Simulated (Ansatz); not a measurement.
**HGeMg, quartet along the distance Ge1-H3**

Starting geometry (PBE0/def2-TZVP stationary point for this spin, not checked as a minimum):

```xyz
3

Ge    0.0000    0.0000    0.3153
Mg    0.0000    0.0000   -2.1792
H     0.0000    0.0000    1.8639
```

From there H3 moves along the line of the two atoms named below, all else staying in place; atoms are numbered as listed. Energies are in kcal/mol, counted from the starting geometry at the same level.

Basis 6-31G (Cartesian d functions); Ansatz 0.2.0. Correlated methods freeze the noble-gas cores and the filled d shells of p-block atoms. Prefix R: restricted or restricted open-shell reference. No spin–orbit coupling is included, and no scalar relativity. The metal's outer-core shells are frozen, which leaves out core–valence correlation.

Coupled cluster chose its determinant by a search with trial CCSD, here up to 0.47 eV above the lowest Hartree–Fock solution of its kind, and MP2 stands on that determinant too.

Full CI is exact within this basis and frozen core; it isn't the basis-set limit.

| distance Ge1-H3 (Å) | RMP2 |
| --- | --- |
| 1.255 | 25.5 |
| 1.371 | 7.9 |
| 1.549 | 0.0 |
| 1.704 | 3.1 |
| 1.936 | 15.0 |
| 2.142 | 28.0 |
| 2.489 | 44.9 |
| 2.927 | 44.4 |
| 3.439 | 44.0 |
| 4.162 | 44.0 |
| 5.361 | 44.0 |

Problem. Estimate the full CI curve in 6-31G from this one, knowing how RMP2 errs.

Solution. The computed full CI values, in kcal/mol from the starting point, and the error of RMP2 against them:
```
distance Ge1-H3 (Å)  full CI  RMP2 less full CI
              1.255     26.9               -1.4
              1.371      8.9               -1.0
              1.549      0.0                0.0
              1.704      2.0                1.1
              1.936     11.6                3.4
              2.142     21.6                6.4
              2.489     34.7               10.2
              2.927     40.1                4.3
              3.439     40.3                3.7
              4.162     40.2                3.8
              5.361     40.2                3.8
```

The error spans 11.6 kcal/mol and is largest, 10.2 kcal/mol, at 2.489 Å.

These errors take the starting point as zero, where RMP2 itself lies 12.0 kcal/mol above full CI in total energy. In total energy its miss is smallest, 10.6 kcal/mol, at 1.255 and largest, 22.2 kcal/mol, at 2.489 Å.
